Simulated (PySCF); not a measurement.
**Worked example for ammonium: deprotonation at atom N1**

Structure: `[NH4+]` ([NH4]+). Numbering: `[NH4+:1]`

Level of theory: M06-2X/ma-def2-TZVP single points in PySCF, grid level 3; every species was optimised with PBE0-D3(BJ)/ma-def2-SVP. The prefix ma- adds one diffuse s and one diffuse p function on all atoms but H. Zero-point and thermal terms (298.15 K, 1 bar) come from unscaled PBE0-D3(BJ)/ma-def2-SVP harmonic frequencies, with soft modes damped to free rotors in the entropy.

Step: [NH4]+ → NH3 + H⁺.

| species | charge | multiplicity | E / Eh |
| --- | --- | --- | --- |
| [NH4]+ | 1 | 1 | -56.885314 |
| NH3 | 0 | 1 | -56.550520 |

Thermal terms, products less reactant: Δ(H − E) = -33.06 kJ/mol, Δ(G − E) = -67.50 kJ/mol (the bare proton has no electronic energy, H = 5/2 RT). 1 Eh = 2625.50 kJ/mol.

**Question.** What are ΔE, ΔH and ΔG of this step?

**Answer.** ΔE = 0.334794 Eh = 879.00 kJ/mol; ΔH = 845.9 kJ/mol; ΔG = 811.5 kJ/mol, all in the gas phase at 298.15 K and 1 bar. The digits show the arithmetic; the method itself can be off by 10 kJ/mol or more. The Active Thermochemical Tables (1.112) give ΔH = 852.8 kJ/mol.
